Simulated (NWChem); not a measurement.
All runs are NWChem calculations. System: CN (-1), charge -1, spin multiplicity 1, at a geometry optimised with PBE/def2-SVP. The structure started from a generated list of species. Level: MP2/def2-TZVPD, 2 core orbitals frozen.

Job file:

```
start mol
memory heap 200 mb stack 900 mb global 1100 mb
charge -1
geometry units angstroms nocenter noautoz
  C      0.000000     0.000000     0.641287
  N      0.000000     0.000000    -0.549674
  symmetry group C2v
end
basis spherical
  * library def2-tzvpd
end
scf
  rhf
  nopen 0
  maxiter 100
  thresh 1e-7
  semidirect memsize 60000000 filesize 0
end
mp2
  freeze core 2
end
task mp2 energy
```

Output (cleaned and shortened):

```
             Northwest Computational Chemistry Package (NWChem) 7.3.0
             --------------------------------------------------------

                                NWChem Input Module
                                -------------------

 Scaling coordinates for geometry "geometry" by  1.889725989
 (inverse scale =  0.529177249)

 Turning off AUTOSYM since
 SYMMETRY directive was detected!

                             Geometry "geometry" -> ""
                             -------------------------

 Output coordinates in angstroms (scale by  1.889725989 to convert to a.u.)

  No.       Tag          Charge          X              Y              Z
 ---- ---------------- ---------- -------------- -------------- --------------
    1 C                    6.0000     0.00000000     0.00000000     0.64128700
    2 N                    7.0000     0.00000000     0.00000000    -0.54967400

 Effective nuclear repulsion energy (a.u.)      18.6617735241

            Nuclear Dipole moment (a.u.)
            ----------------------------
        X                 Y               Z
 ---------------- ---------------- ----------------
     0.0000000000     0.0000000000     0.0000075589

      Symmetry information
      --------------------

 Group name             C2v
 Group number             16
 Group order               4
 No. of unique centers     2

      Symmetry unique atoms

     1    2


 Summary of "ao basis" -> "" (spherical)
 ------------------------------------------------------------------------------
       Tag                 Description            Shells   Functions and Types
 ---------------- ------------------------------  ------  ---------------------
 *                         def2-tzvpd                 on all atoms

 Summary of "ao basis" -> "ao basis" (spherical)
 ------------------------------------------------------------------------------
       Tag                 Description            Shells   Functions and Types
 ---------------- ------------------------------  ------  ---------------------
 C                         def2-tzvpd               13       37   6s3p3d1f
 N                         def2-tzvpd               13       37   6s3p3d1f

                                 NWChem SCF Module
                                 -----------------

  ao basis        = "ao basis"
  functions       =    74
  atoms           =     2
  closed shells   =     7
  open shells     =     0
  charge          =  -1.00
  wavefunction    = RHF
  use symmetry    = T
  symmetry adapt  = T

 Summary of "ao basis" -> "ao basis" (spherical)
 ------------------------------------------------------------------------------
       Tag                 Description            Shells   Functions and Types
 ---------------- ------------------------------  ------  ---------------------
 C                         def2-tzvpd               13       37   6s3p3d1f
 N                         def2-tzvpd               13       37   6s3p3d1f

      Symmetry analysis of basis
      --------------------------

        a1         34
        a2          8
        b1         16
        b2         16

 Forming initial guess at       0.0s

      Superposition of Atomic Density Guess
      -------------------------------------

 Sum of atomic energies:         -91.98288711

 Renormalizing density from      13.00 to     14

      Non-variational initial energy
      ------------------------------

 Total energy =     -96.684642
 1-e energy   =    -173.163175
 2-e energy   =      57.816759
 HOMO         =       0.134268
 LUMO         =       0.279017

      Symmetry analysis of molecular orbitals - initial
      -------------------------------------------------

 !! scf_movecs_sym_adapt:   48 vectors were symmetry contaminated

  Symmetry fudging

 !! scf_movecs_sym_adapt:   46 vectors were symmetry contaminated

  Numbering of irreducible representations:

     1 a1          2 a2          3 b1          4 b2

  Orbital symmetries:

     1 a1          2 a1          3 a1          4 a1          5 b1
     6 b2          7 a1          8 a1          9 a1         10 b1
    11 b2         12 a1         13 b1         14 b2         15 a1
    16 a2         17 a1

 Starting SCF solution at       0.2s

 ----------------------------------------------
         Quadratically convergent ROHF

 Convergence threshold     :          1.000E-07
 Maximum no. of iterations :          100
 Final Fock-matrix accuracy:          1.000E-09
 ----------------------------------------------

              iter       energy          gnorm     gmax       time
             ----- ------------------- --------- --------- --------
                 1      -92.1403765141  1.76D+00  4.19D-01      0.2
                 2      -92.3302650620  4.01D-01  1.19D-01      0.2
                 3      -92.3389943823  1.89D-01  5.73D-02      0.3
                 4      -92.3416677569  3.77D-03  1.25D-03      0.3
                 5      -92.3416694870  5.17D-06  1.55D-06      0.3
                 6      -92.3416694870  9.02D-09  4.11D-09      0.4

       Final RHF  results
       ------------------

         Total SCF energy =    -92.341669486998
      One-electron energy =   -165.841197491835
      Two-electron energy =     54.837754480778
 Nuclear repulsion energy =     18.661773524059

        Time for solution =      0.1s

       Symmetry analysis of molecular orbitals - final
       -----------------------------------------------

  Numbering of irreducible representations:

     1 a1          2 a2          3 b1          4 b2

  Orbital symmetries:

     1 a1          2 a1          3 a1          4 a1          5 a1
     6 b2          7 b1          8 a1          9 a1         10 b2
    11 b1         12 a1         13 b2         14 b1         15 a2
    16 a1         17 a1

             Final eigenvalues
             -----------------

              1
    1  -15.2880
    2  -10.9727
    3   -0.9153
    4   -0.3416
    5   -0.1912
    6   -0.1870
    7   -0.1870
    8    0.2657
    9    0.3198
   10    0.4066
   11    0.4066
   12    0.4489
   13    0.4708
   14    0.4708
   15    0.4876
   16    0.4876
   17    0.5825

                       ROHF Final Molecular Orbital Analysis
                       -------------------------------------

 Vector    5  Occ=2.000000D+00  E=-1.911568D-01  Symmetry=a1
              MO Center= -9.6D-31, -1.3D-30,  6.6D-01, r^2= 1.6D+00
   Bfn.  Coefficient  Atom+Function         Bfn.  Coefficient  Atom+Function
  ----- ------------  ---------------      ----- ------------  ---------------
     9      0.330371  1 C  pz                12      0.296743  1 C  pz
    46     -0.249730  2 N  pz                 4      0.215518  1 C  s
    49     -0.171134  2 N  pz                15      0.164830  1 C  pz

 Vector    6  Occ=2.000000D+00  E=-1.870434D-01  Symmetry=b2
              MO Center= -1.9D-31,  4.7D-17, -1.1D-01, r^2= 1.2D+00
   Bfn.  Coefficient  Atom+Function         Bfn.  Coefficient  Atom+Function
  ----- ------------  ---------------      ----- ------------  ---------------
    45      0.315811  2 N  py                48      0.295538  2 N  py
     8      0.239729  1 C  py                11      0.207858  1 C  py
    14      0.201737  1 C  py

 Vector    7  Occ=2.000000D+00  E=-1.870434D-01  Symmetry=b1
              MO Center= -4.6D-16, -5.7D-31, -1.1D-01, r^2= 1.2D+00
   Bfn.  Coefficient  Atom+Function         Bfn.  Coefficient  Atom+Function
  ----- ------------  ---------------      ----- ------------  ---------------
    44      0.315811  2 N  px                47      0.295538  2 N  px
     7      0.239729  1 C  px                10      0.207858  1 C  px
    13      0.201737  1 C  px

 Vector    8  Occ=0.000000D+00  E= 2.656999D-01  Symmetry=a1
              MO Center=  4.4D-17, -5.9D-18,  1.6D+00, r^2= 9.0D+00
   Bfn.  Coefficient  Atom+Function         Bfn.  Coefficient  Atom+Function
  ----- ------------  ---------------      ----- ------------  ---------------
     6      3.952211  1 C  s                  5     -3.367670  1 C  s
    43     -1.326647  2 N  s                 42      1.063709  2 N  s
    52      0.848520  2 N  pz                12      0.448181  1 C  pz
    15     -0.445945  1 C  pz                 4     -0.421442  1 C  s
    65      0.330677  2 N  d  0              49      0.223173  2 N  pz

 Vector    9  Occ=0.000000D+00  E= 3.198279D-01  Symmetry=a1
              MO Center=  1.2D-15,  3.8D-15, -1.2D+00, r^2= 8.7D+00
   Bfn.  Coefficient  Atom+Function         Bfn.  Coefficient  Atom+Function
  ----- ------------  ---------------      ----- ------------  ---------------
     5      8.788853  1 C  s                 43     -7.071863  2 N  s
    42     -6.209658  2 N  s                 15     -5.129118  1 C  pz
    52     -3.183486  2 N  pz                 6      2.208522  1 C  s
    28      1.346657  1 C  d  0               4      1.337168  1 C  s
    12     -0.714517  1 C  pz                49     -0.264939  2 N  pz

 Vector   10  Occ=0.000000D+00  E= 4.066463D-01  Symmetry=b2
              MO Center= -1.2D-30, -9.1D-17,  8.7D-01, r^2= 4.0D+00
   Bfn.  Coefficient  Atom+Function         Bfn.  Coefficient  Atom+Function
  ----- ------------  ---------------      ----- ------------  ---------------
    27      0.687739  1 C  d -1              14      0.367032  1 C  py
    48     -0.229128  2 N  py                 8      0.183763  1 C  py
    45     -0.172835  2 N  py                64      0.169256  2 N  d -1

 center of mass
 --------------
 x =   0.00000000 y =   0.00000000 z =  -0.00012205

 moments of inertia (a.u.)
 ------------------
          32.732006771476           0.000000000000           0.000000000000
           0.000000000000          32.732006771476           0.000000000000
           0.000000000000           0.000000000000           0.000000000000

  Mulliken analysis of the total density
  --------------------------------------

    Atom       Charge   Shell Charges
 -----------   ------   -------------------------------------------------------
    1 C    6     6.54   0.86  1.12  0.56  0.70  0.28  0.17  1.06  1.06  0.61  0.03  0.06  0.04  0.01
    2 N    7     7.46   0.82  1.16  0.58  0.87  0.43  0.12  1.38  1.51  0.57  0.01  0.04 -0.02  0.00

       Multipole analysis of the density wrt the origin
       ------------------------------------------------

     L   x y z        total         open         nuclear
     -   - - -        -----         ----         -------
     0   0 0 0     -1.000000      0.000000     13.000000

     1   1 0 0      0.000000      0.000000      0.000000
     1   0 1 0     -0.000000      0.000000      0.000000
     1   0 0 1     -0.146700      0.000000      0.000008

     2   2 0 0    -11.014575      0.000000      0.000000
     2   1 1 0      0.000000      0.000000      0.000000
     2   1 0 1      0.000000      0.000000      0.000000
     2   0 2 0    -11.014575      0.000000      0.000000
     2   0 1 1     -0.000000      0.000000      0.000000
     2   0 0 2    -14.415964      0.000000     16.364347

                   NWChem MP2 Semi-direct Energy/Gradient Module
                   ---------------------------------------------

  Basis functions       =     74
  Molecular orbitals    =     74
  Frozen core           =      2
  Frozen virtuals       =      0
  Active alpha occupied =      5
  Active beta occupied  =      5
  Active alpha virtual  =     67
  Active beta virtual   =     67
  Use MO symmetry       = T
  Use skeleton AO sym   = T

  AO/Fock/Back tols     =   1.0D-09  1.0D-09  1.0D-09

 GA uses MA = F    GA memory limited = T

 Available:
  local mem=  1.26D+08
 global mem=  1.44D+08
 local disk=  0.00D+00
  mp2_memr nvloc                    67
  nvloc new                    67
   1 passes of   5:        4194304                      27914                   3169028.
   1 passes of   5: M    126153674           G      144168248           F     121959370.

 Semi-direct pass number   1 of   1  for RHF alpha+beta  at        0.4s
  vrange nnbf                  2774
  mp2_eaftype                    12  avail_ma_in_mb                  1099
 EAF : mp2_eaftype filesize          12    1584514.
  mp2_eaf for mointskh                     12
Node 0 wrote      7.4 Mb in      0.0 s     Agg I/O rate:  2461.6 Mb/s
 Done moints_semi at        0.8s
  mp2_eaftype                    12  avail_ma_in_mb                  1087
 EAF : mp2_eaftype filesize          12    1584514.
  mp2_eaf for kh                    12
 Done maket at        0.9s
 Done multipass loop at        0.9s

          -------------------------------------------
          SCF energy                 -92.341669486998
          Correlation energy          -0.346944593795
          Singlet pairs               -0.213634212071
          Triplet pairs               -0.133310381724
          Total MP2 energy           -92.688614080793
          -------------------------------------------

          ---------------------------------------------------
                    Spin Component Scaled (SCS) MP2
          Same spin pairs                     -0.088873587816
          Same spin scaling factor             0.333333333333
          Opposite spin pairs                 -0.258071005979
          Opposite spin scaling fact.          1.200000000000
          SCS-MP2 correlation energy          -0.339309736446
          Total SCS-MP2 energy               -92.680979223444
          ---------------------------------------------------

 -----------------------
 Performance information
 -----------------------

 Timer overhead =  9.60D-08 seconds/call

               Nr. of calls         CPU time (s)                 Wall time (s)                GFlops
             ---------------    -------------------     ------------------------------   -------------------
Name         Min   Avg   Max    Min     Avg     Max     Min     Avg     Max   Mx/calls   Min     Max     Sum
mp2: moin     1     1     1   0.45    0.45    0.45     0.45    0.45    0.45    0.45      0.0     0.0     0.0
mp2: make     1     1     1   2.59E-2 2.59E-2 2.59E-2  2.59E-2 2.59E-2 2.59E-2 2.59E-2   0.0     0.0     0.0
mp2: tota     1     1     1   0.50    0.50    0.50     0.50    0.50    0.50    0.50      0.0     0.0     0.0

 The average no. of pstat calls per process was 3.00D+00
 with a timing overhead of 2.88D-07s

 Task  times  cpu:        0.8s     wall:        0.8s

 Total times  cpu:        0.9s     wall:        0.9s
```
